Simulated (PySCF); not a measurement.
Q: What does the CAM-B3LYP/6-31G* structure of InChI=1S/C4H4O/c1-2-4-5-3-1/h1-4H look like in three dimensions?

A: 
Z-matrix in Å and degrees, rows numbered from 1:
```
C 
C   1  1.4330
C   2  1.3546  1  106.04
O   3  1.3563  2  110.52  1     0.01
C   1  1.3545  2  105.93  3    -0.00
H   1  1.0801  2  127.44  3   179.99
H   2  1.0801  1  127.37  3  -179.97
H   3  1.0788  2  133.69  1  -179.99
H   5  1.0787  1  133.66  2  -179.98
```

The 5-membered ring C1–C2–C3–O4–C5 has internal angles of 105.9° to 110.6°; it is planar, 0.00 Å rms from its mean plane, widest ring torsion 0°. The 5 heavy atoms lie in one plane (0.000 Å rms). O4 (furan-type oxygen) is bent (angle 106.9°). The C–C distances run from 1.354 Å (C1–C5, aromatic) to 1.433 Å (C1–C2, aromatic), a spread of 0.079 Å.

Method used: CAM-B3LYP/6-31G* geometry optimisation, gas phase in PySCF.

Point group: C2v (tolerance 0.08 Å). Not checked by CAM-B3LYP/6-31G* frequencies.
